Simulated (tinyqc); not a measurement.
Extended Hueckel theory, for BH3, step by step. One step of it, computed by the program tinyqc.

Question. Wolfsberg-Helmholz matrix. H_ij = K' S_ij (H_ii + H_jj)/2 for i != j (the diagonal keeps H_ii), with K' = 1.75.

overlap S:
```
           1B 2s     1B 2px     1B 2py     1B 2pz      2H 1s      3H 1s      4H 1s
1B 2s   1.000000   0.000000   0.000000   0.000000   0.467946   0.467651   0.467651
1B 2px  0.000000   1.000000   0.000000   0.000000   0.518492  -0.259219  -0.259219
1B 2py  0.000000   0.000000   1.000000   0.000000   0.000000   0.448809  -0.448809
1B 2pz  0.000000   0.000000   0.000000   1.000000  -0.002519  -0.002517  -0.002517
2H 1s   0.467946   0.518492   0.000000  -0.002519   1.000000   0.080617   0.080617
3H 1s   0.467651  -0.259219   0.448809  -0.002517   0.080617   1.000000   0.080582
4H 1s   0.467651  -0.259219  -0.448809  -0.002517   0.080617   0.080582   1.000000
```

diagonal H_ii (eV): 1B 2s -15.200000, 1B 2px -8.500000, 1B 2py -8.500000, 1B 2pz -8.500000, 2H 1s -13.600000, 3H 1s -13.600000, 4H 1s -13.600000

K = 1.750000

Give: H.

Answer.

H (eV):
```
          1B 2s   1B 2px  1B 2py  1B 2pz    2H 1s    3H 1s    4H 1s
1B 2s   -15.200    0.000   0.000   0.000  -11.792  -11.785  -11.785
1B 2px    0.000   -8.500   0.000   0.000  -10.026    5.013    5.013
1B 2py    0.000    0.000  -8.500   0.000    0.000   -8.679    8.679
1B 2pz    0.000    0.000   0.000  -8.500    0.049    0.049    0.049
2H 1s   -11.792  -10.026   0.000   0.049  -13.600   -1.919   -1.919
3H 1s   -11.785    5.013  -8.679   0.049   -1.919  -13.600   -1.918
4H 1s   -11.785    5.013   8.679   0.049   -1.919   -1.918  -13.600
```
